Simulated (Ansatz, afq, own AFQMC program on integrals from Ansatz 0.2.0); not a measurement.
Atomization energy of SiH2O, singlet

```yaml
atoms:
  - { symbol: Si, position_ang: [0.0000, -0.1186, 0.6062] }
  - { symbol: O, position_ang: [0.0000, 0.1621, -1.0273] }
  - { symbol: H, position_ang: [0.0000, 1.3666, 0.9807] }
  - { symbol: H, position_ang: [0.0000, -0.6354, -1.5633] }
```

Connectivity, by distances: SiH–OH.

Atoms in their ground-state spins without spin–orbit coupling (mostly on UHF) minus the molecule (RHF), without zero-point energy. The geometry is a stationary point, not shown to be a minimum.

Basis cc-pVDZ. Noble-gas cores (and the filled d shells of Ga–Kr and In–Xe) are frozen. Ansatz 0.2.0 and our own AFQMC program on the same integrals; the CISD trial comes from CCSD amplitudes, and released means the phaseless constraint is let go. Free AFQMC starts from the CCSD state and is never constrained. Its projection time is finite, and what remains of the start isn't in its error. ± is one standard error of the sampling. The errors of all members are added in quadrature.

No full CI on the walks' own integrals is used here; CCSDTQ serves as the reference and is uncertain by about the last step of the cluster series. Each member takes its own surest rung, up to full CI.

Errors are counted within cc-pVDZ, not against nature.

Cautions: SiH₂O (singlet): restricted determinant unstable towards unrestricted (UHF 6 meV lower, ⟨S²⟩ 0.11), the released energies move by 1.5 errors or more from one time to the next, so no released level is given (meV from the phaseless value at times in 1/Eh: -6 ± 5 at 0.24, -8 ± 4 at 0.51, -8 ± 4 at 0.99, -6 ± 5 at 1.62, -15 ± 5 at 2.40).

Reference (CCSDTQ): 268.4 kcal/mol.

```tsv
level	atomization energy (kcal/mol)	error against CCSDTQ (kcal/mol)
HF	190.7	-77.7
MP2	271.0	2.6
CCSD	264.5	-3.9
CCSD(T)	267.9	-0.5
CCSDT	268.0	-0.4
CCSDT(Q)	268.5	0.1
ph-AFQMC/HF	273.0 ± 0.7	4.6 ± 0.7
ph-AFQMC/CISD	268.4 ± 0.1	0.0 ± 0.1
free AFQMC	268.4 ± 0.1	0.0 ± 0.1
```

Correlation beyond CCSD(T) adds 0.5 kcal/mol. The perturbative (T) step is worth +3.5 kcal/mol.

CCSDT and higher add their correlation energy to the determinant of the CCSD(T) run, since their own runs factorise the integrals more tightly (a shift of under 2 meV). Free projections are given only where their last times agree within the noise and don't stop above the reference; a slow remainder of the start can still hide under it. A walk keeps the symmetry of its determinant, which the program's search chose and which needn't be the lowest solution, so a lower state of the same spin and another symmetry isn't excluded.
